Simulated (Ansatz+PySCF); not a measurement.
Results of a calculation; reference values are marked as such.
Input for Ansatz (development build ahead of 0.2.0):

```yaml
crystal:
  periodic: [false, false, false]
  atoms:
    - { symbol: S, position_ang: [0.02831, 0.01384, -0.41015] }
    - { symbol: O, position_ang: [-0.01704, 1.29474, 0.35563] }
    - { symbol: O, position_ang: [-0.00578, -1.29969, 0.37771] }
basis:
  gaussian: { orbitals: def2-SVP }
magnetization:
  spin_polarized: true
hamiltonian:
  xc: hf
correlation:
  method: mp2
  frozen_orbitals: { O: 1, S: 5 }
scf:
  omitted_lower_state_checks: [stability, starts, atomic_configurations, cluster_reference, orbital_swaps, given_window_search, neighbouring_geometries, increment]
```

The input is written out in the form of the current development build from the run's settings.

Results

```yaml
Converged: yes
Reference_energy: -546.90119 hartree
Correlation_energy: -0.54347 hartree
Total_energy: -547.44466 hartree
Spin_squared_of_the_determinant: 0.000
Occupied_orbitals_by_symmetry_in_an_Abelian_subgroup_alpha;_beta: 13 A' 3 A''; 13 A' 3 A''
```

The reference isn't the lowest determinant (another lies 0.41 eV lower), but the same method gives a higher total on the lower determinant.
